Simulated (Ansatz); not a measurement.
Corundum Cr2O3

The numbers are results of LDA (plane waves, PAW; Ansatz, a program for electronic structure), not measurements.

Settings: plane-wave cutoff 520 eV, 8×8×8 k mesh, Fermi–Dirac smearing 0.01 eV, spin-polarised with opposed moments, scalar-relativistic PAW data made under PBE.

Cell: measured lattice: a = 4.9500 Å, b = 4.9500 Å, c = 13.5800 Å, α = 90.00°, β = 90.00°, γ = 120.00°.

- band gap = 1.19 eV (indirect)
- smallest direct gap on the k points sampled = 1.29 eV
- Γ–Γ gap = 1.50 eV
- magnetic moment (largest site, within a sphere) = 2.13 μB

Measured, for comparison: band gap 3.3 ± 0.1 eV (temperature not stated, not corrected to a static lattice, middle of the range; as tabulated in Medasani et al. (2019), arXiv:1904.04625). Computed (rounded) less measured: band gap -2.11 eV.

Note: cell and atoms aren't relaxed at this level (largest force component 0.16 eV/Å, pressure -15.0 GPa); without U or exact exchange, gaps and moments of open d shells tend to come out too small.

Moments are spin moments.

Computing time: about 5 core-minutes (a rough figure).
